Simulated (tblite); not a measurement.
Species: C6H5 (doublet state).
SMILES: `C=C1C=[C]C=C1`

All values are computed: GFN2-xTB (tblite) harmonic vibrations without scaling, gas phase. Errors from tens to a few hundred cm⁻¹ against measured bands are possible. Open shells enter through the occupations alone, without spin polarisation, and single modes of such species can be off by tens of per cent.

Harmonic wavenumbers (cm⁻¹): 158.4, 330.6, 397.7, 565.5, 641.4, 651.9, 746.7, 780.5, 788.0, 851.9, 897.8, 898.9, 929.7, 1043.9, 1074.9, 1140.5, 1204.7, 1274.3, 1392.4, 1524.5, 1589.5, 1679.2, 3086.8, 3120.1, 3129.2, 3148.6, 3169.6.

A = 8612, B = 4021, C = 2741 MHz; mass 77.039 u (most abundant isotopes); point group Cs, symmetry number 1; spin multiplicity 2.

What is the zero-point energy?

Half the sum of the wavenumbers: 18109 cm⁻¹ = 216.63 kJ/mol.

Entropy at 200 K, 1 bar (ideal gas, RRHO, classical rotation)?

Translation 154.74, rotation 102.25, vibration 15.23, spin (R ln 2) 5.76: S = 278.0 J/(mol K).

And Cp and H(200 K) − H(0)?

Cp = 62.48 J/(mol K), of which vibrations give 29.22 (their classical limit is 27 R = 224.5); H(200 K) − H(0) = 8.70 kJ/mol without the zero-point energy, 2.05 from vibrations.

How do the functions run with temperature in this model?

| T (K) | S (J/(mol K)) | Cp (J/(mol K)) | H − H(0) (kJ/mol) | G − H(0) (kJ/mol) | ln q(vib) |
| --- | --- | --- | --- | --- | --- |
| 50 | 217.1 | 35.2 | 1.68 | -9.17 | 0.01 |
| 100 | 243.4 | 41.6 | 3.60 | -20.74 | 0.12 |
| 298.15 | 308.0 | 90.2 | 16.18 | -75.66 | 1.32 |
| 373.15 | 330.5 | 110.5 | 23.72 | -99.61 | 2.01 |
| 500 | 367.0 | 138.8 | 39.62 | -143.87 | 3.34 |
| 750 | 430.8 | 175.3 | 79.29 | -243.82 | 6.21 |
| 1000 | 484.6 | 197.9 | 126.14 | -358.44 | 9.07 |

q(vib) and H(0) count from the zero-point level.

What must be added to the electronic energy to get the Gibbs energy at 200 K and 1 bar?

ZPE + [H(200 K) − H(0)] − T·S = 216.63 + 8.70 − 55.60 = 169.73 kJ/mol.

Which modes carry the vibrational entropy at 200 K?

158.4 cm⁻¹: 7.66; 330.6 cm⁻¹: 2.83; 397.7 cm⁻¹: 1.93; 565.5 cm⁻¹: 0.73; 641.4 cm⁻¹: 0.47; 651.9 cm⁻¹: 0.44 J/(mol K); the other 21 give 1.17 together.

Hindered rotation and anharmonicity are outside this model.
